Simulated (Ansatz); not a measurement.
`O[B]S`• → B• + 2 H• + O• + S•  (atomization)

Gas-phase electronic energies from Ansatz, PBE0-D4/def2-TZVP geometries. CCSD(T)/CBS is frozen-core, at the limit of the def2 triple- and quadruple-zeta sets. DFT in def2-TZVPP. B3LYP here is the variant with VWN-RPA as its local correlation; programs differ in this. No spin–orbit coupling; open shells (•) take unrestricted orbitals. Spin–orbit coupling would lower the free atoms: a little for B, O, S. Each species was taken in one conformer, which may not be the lowest.

```csv
level,ΔE (kJ/mol),difference from CCSD(T)/CBS
PBE-D4,1795.6,72.1
r2SCAN-D4,1769.0,45.5
PBE0-D4,1745.4,21.9
B3LYP-D4,1732.4,8.9
ωB97X-V,1732.8,9.3
ωB97M-V,1740.6,17.1
B2PLYP,1714.4,-9.1
PBE,1788.2,64.7
r2SCAN,1767.3,43.8
PBE0,1739.2,15.7
B3LYP,1720.2,-3.3
HF/def2-TZVPP,1235.9,-487.6
MP2/def2-TZVPP,1728.8,5.3
SCS-MP2/def2-TZVPP,1698.6,-24.9
CCSD/def2-TZVPP,1637.4,-86.1
CCSD(T)/def2-TZVPP,1670.8,-52.7
HF/def2-QZVPP,1238.2,-485.3
MP2/def2-QZVPP,1759.3,35.8
SCS-MP2/def2-QZVPP,1732.0,8.5
CCSD/def2-QZVPP,1666.0,-57.5
CCSD(T)/def2-QZVPP,1701.8,-21.7
HF/CBS(def2),1238.6,-484.9
MP2/CBS(def2),1780.5,57.0
CCSD/CBS(def2),1685.7,-37.8
CCSD(T)/CBS,1723.5,0
```

Largest T1 diagnostic among the species: 0.016.

In def2-TZVPP, CCSD(T) changes the Hartree–Fock value by +434.8 kJ/mol (the triples alone add +33.3 kJ/mol) and MP2 by +492.9 kJ/mol; breaking electron pairs costs correlation energy, which Hartree–Fock lacks. The D4 term adds +12.2 kJ/mol with B3LYP and +6.2 kJ/mol with PBE0; it sums over pairs of atoms, weighted by their polarisabilities, and B3LYP, whose exchange is more repulsive, gets the larger term.

CCSD(T)/CBS has its own doubt, a few kJ/mol and more with outer-core shells, so smaller differences from it don't rank the levels.
